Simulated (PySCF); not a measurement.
# Protonation sites of oxazole

Molecule: oxazole, `c1cocn1` (C3H3NO). Numbering: `[cH:1]1[cH:2][o:3][cH:4][n:5]1` These are map numbers, not IUPAC locants.

Level of theory: ωB97X-D3(BJ)/def2-TZVP single points in PySCF, grid level 2; every species was optimised with PBE0-D3(BJ)/def2-SVP. Zero-point and thermal terms (298.15 K, 1 bar) come from unscaled PBE0-D3(BJ)/def2-SVP harmonic frequencies, with soft modes damped to free rotors in the entropy.

```tsv
site	product	PA / eV	GB / eV	gas share	above best in diethyl ether / eV	above best in acetonitrile / eV
N5 (pyridine-type nitrogen)	c1coc[nH+]1	9.21	8.88	> 99.9 %	0.000	0.000
O3 (ring oxygen)	c1c[oH+]cn1	6.82	6.52	< 0.1 %	2.153	2.052
```

PA is −ΔH and GB is −ΔG of B + H⁺ → BH⁺ in the gas phase. Shares are Boltzmann weights among the listed products; an error of 10 kJ/mol changes a ratio about 56-fold. Sites whose products fell apart, merged with another or lost in a GFN2-xTB screen aren't listed. Values in solvent are IEF-PCM free energies relative to the most favourable product.

Of the listed sites N5 (pyridine-type nitrogen) is favoured in the gas phase, 2.36 eV ahead of O3 in free energy.

In diethyl ether the product from N5 is solvated 1.97 eV more strongly than the parent (electrostatics only).

In acetonitrile the product from N5 is solvated 2.50 eV more strongly than the parent (electrostatics only).

Measured values (NIST Chemistry WebBook, evaluated or the median of agreeing entries): proton affinity (−ΔH) 877 kJ/mol (computed 889, difference 12); gas-phase basicity (−ΔG) 844 kJ/mol (computed 857, difference 13). These are compared with the most favourable site that keeps the skeleton.
